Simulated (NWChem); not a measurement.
All runs are NWChem calculations. System: O$_{3}$, charge 0, spin multiplicity 1, displaced from the optimised geometry.

The NWChem input:

```
start mol
memory heap 200 mb stack 900 mb global 1100 mb
geometry units angstroms nocenter noautoz noautosym
  O     -2.121334     0.000000    -0.840791
  O      0.000000     0.000000     0.420396
  O      1.060667     0.000000    -0.210198
end
basis spherical
  * library cc-pvdz
end
dft
  xc b3lyp
  semidirect memsize 60000000 filesize 0
  iterations 100
end
task dft energy
```

The output up to the point where the run's verdict is printed (cleaned and shortened):

```
             Northwest Computational Chemistry Package (NWChem) 7.3.0
             --------------------------------------------------------

                                NWChem Input Module
                                -------------------

 Scaling coordinates for geometry "geometry" by  1.889725989
 (inverse scale =  0.529177249)

                             Geometry "geometry" -> ""
                             -------------------------

 Output coordinates in angstroms (scale by  1.889725989 to convert to a.u.)

  No.       Tag          Charge          X              Y              Z
 ---- ---------------- ---------- -------------- -------------- --------------
    1 O                    8.0000    -2.12133400     0.00000000    -0.84079100
    2 O                    8.0000     0.00000000     0.00000000     0.42039600
    3 O                    8.0000     1.06066700     0.00000000    -0.21019800

 Effective nuclear repulsion energy (a.u.)      51.6093874371

            Nuclear Dipole moment (a.u.)
            ----------------------------
        X                 Y               Z
 ---------------- ---------------- ----------------
   -16.0349599610     0.0000000000    -9.5331838425


 Summary of "ao basis" -> "" (spherical)
 ------------------------------------------------------------------------------
       Tag                 Description            Shells   Functions and Types
 ---------------- ------------------------------  ------  ---------------------
 *                          cc-pvdz                   on all atoms

                                 NWChem DFT Module
                                 -----------------

 Summary of "ao basis" -> "ao basis" (spherical)
 ------------------------------------------------------------------------------
       Tag                 Description            Shells   Functions and Types
 ---------------- ------------------------------  ------  ---------------------
 O                          cc-pvdz                  6       14   3s2p1d

 Summary of "ao basis" -> "ao basis" (spherical)
 ------------------------------------------------------------------------------
[...]
 d= 0,ls=0.5,diis    52   -225.2548869354 -3.22D-04  6.87D-04  6.00D-03     2.1
 d= 0,ls=0.5,diis    53   -225.2551833914 -2.96D-04  6.10D-04  5.23D-03     2.2
 d= 0,ls=0.5,diis    54   -225.2554517535 -2.68D-04  6.45D-04  4.42D-03     2.2
 d= 0,ls=0.5,diis    55   -225.2557066023 -2.55D-04  5.01D-04  3.79D-03     2.2
 d= 0,ls=0.5,diis    56   -225.2559198185 -2.13D-04  3.61D-04  3.12D-03     2.3
 d= 0,ls=0.5,diis    57   -225.2560966180 -1.77D-04  3.68D-04  2.38D-03     2.3
 d= 0,ls=0.5,diis    58   -225.2562684422 -1.72D-04  3.28D-04  1.70D-03     2.4
 d= 0,ls=0.5,diis    59   -225.2563718187 -1.03D-04  2.89D-04  1.56D-03     2.4
 d= 0,ls=0.5,diis    60   -225.2564905510 -1.19D-04  3.73D-04  1.08D-03     2.4
 d= 0,ls=0.5,diis    61   -225.2566072866 -1.17D-04  5.27D-04  8.99D-04     2.5
 d= 0,ls=0.5,diis    62   -225.2567519233 -1.45D-04  4.55D-04  8.51D-04     2.5
 d= 0,ls=0.5,diis    63   -225.2568837793 -1.32D-04  2.11D-04  7.36D-04     2.6
 d= 0,ls=0.5,diis    64   -225.2569603014 -7.65D-05  1.76D-04  4.55D-04     2.6
 d= 0,ls=0.5,diis    65   -225.2570180559 -5.78D-05  1.29D-04  2.86D-04     2.6
 d= 0,ls=0.5,diis    66   -225.2570502142 -3.22D-05  4.59D-04  1.54D-04     2.7
 d= 0,ls=0.5,diis    67   -225.2571724167 -1.22D-04  4.13D-04  1.15D-04     2.7
 d= 0,ls=0.5,diis    68   -225.2572813677 -1.09D-04  1.66D-04  1.12D-04     2.8
 d= 0,ls=0.5,diis    69   -225.2573108209 -2.95D-05  2.78D-04  1.43D-04     2.8
 d= 0,ls=0.5,diis    70   -225.2573824479 -7.16D-05  1.41D-04  1.49D-04     2.8
 d= 0,ls=0.5,diis    71   -225.2573847295 -2.28D-06  1.09D-04  3.83D-04     2.9
 d= 0,ls=0.5,diis    72   -225.2573525387  3.22D-05  1.76D-04  7.60D-04     2.9
 d= 0,ls=0.5,diis    73   -225.2572498953  1.03D-04  1.27D-04  1.43D-03     2.9
 d= 0,ls=0.5,diis    74   -225.2572567536 -6.86D-06  8.91D-05  1.62D-03     3.0
 d= 0,ls=0.5,diis    75   -225.2572467288  1.00D-05  9.01D-05  1.89D-03     3.0
 d= 0,ls=0.5,diis    76   -225.2572593939 -1.27D-05  8.41D-05  1.96D-03     3.1
 d= 0,ls=0.5,diis    77   -225.2572659769 -6.58D-06  9.61D-05  2.09D-03     3.1
 d= 0,ls=0.5,diis    78   -225.2572738398 -7.86D-06  1.71D-04  2.25D-03     3.1
 d= 0,ls=0.5,diis    79   -225.2573005531 -2.67D-05  9.45D-05  2.42D-03     3.2
 d= 0,ls=0.5,diis    80   -225.2572197133  8.08D-05  1.00D-04  3.17D-03     3.2
 d= 0,ls=0.5,diis    81   -225.2572242520 -4.54D-06  7.92D-05  3.32D-03     3.3
 d= 0,ls=0.5,diis    82   -225.2571977717  2.65D-05  8.35D-05  3.72D-03     3.3
 d= 0,ls=0.5,diis    83   -225.2571417380  5.60D-05  8.08D-05  4.30D-03     3.3
 d= 0,ls=0.5,diis    84   -225.2570859871  5.58D-05  6.12D-05  4.83D-03     3.4
 d= 0,ls=0.5,diis    85   -225.2570496195  3.64D-05  2.37D-04  5.29D-03     3.4
 d= 0,ls=0.5,diis    86   -225.2572039247 -1.54D-04  1.52D-04  4.34D-03     3.5
 d= 0,ls=0.5,diis    87   -225.2572791823 -7.53D-05  8.17D-05  3.97D-03     3.5
 d= 0,ls=0.5,diis    88   -225.2572254174  5.38D-05  9.97D-05  4.39D-03     3.5
 d= 0,ls=0.5,diis    89   -225.2571517086  7.37D-05  5.59D-05  4.95D-03     3.6
 d= 0,ls=0.5,diis    90   -225.2570900123  6.17D-05  1.74D-04  5.49D-03     3.6
 d= 0,ls=0.5,diis    91   -225.2571938716 -1.04D-04  1.30D-04  4.90D-03     3.7
 d= 0,ls=0.5,diis    92   -225.2572510955 -5.72D-05  1.06D-04  4.62D-03     3.7
 d= 0,ls=0.5,diis    93   -225.2572825319 -3.14D-05  1.74D-04  4.49D-03     3.7
 d= 0,ls=0.5,diis    94   -225.2572068410  7.57D-05  4.39D-04  4.91D-03     3.8
 d= 0,ls=0.5,diis    95   -225.2574886165 -2.82D-04  3.67D-04  3.23D-03     3.8
 d= 0,ls=0.5,diis    96   -225.2576683623 -1.80D-04  3.38D-04  2.35D-03     3.9
 d= 0,ls=0.5,diis    97   -225.2578101958 -1.42D-04  4.27D-04  1.78D-03     3.9
 d= 0,ls=0.5,diis    98   -225.2579806063 -1.70D-04  3.77D-04  1.24D-03     3.9
 d= 0,ls=0.5,diis    99   -225.2581160240 -1.35D-04  3.13D-04  9.11D-04     4.0
 d= 0,ls=0.5,diis   100   -225.2582067667 -9.07D-05  2.94D-04  8.02D-04     4.0
```

Convergence was not reached. The next line reads: Calculation failed to converge. NWChem stopped with the message: dft energy failed.
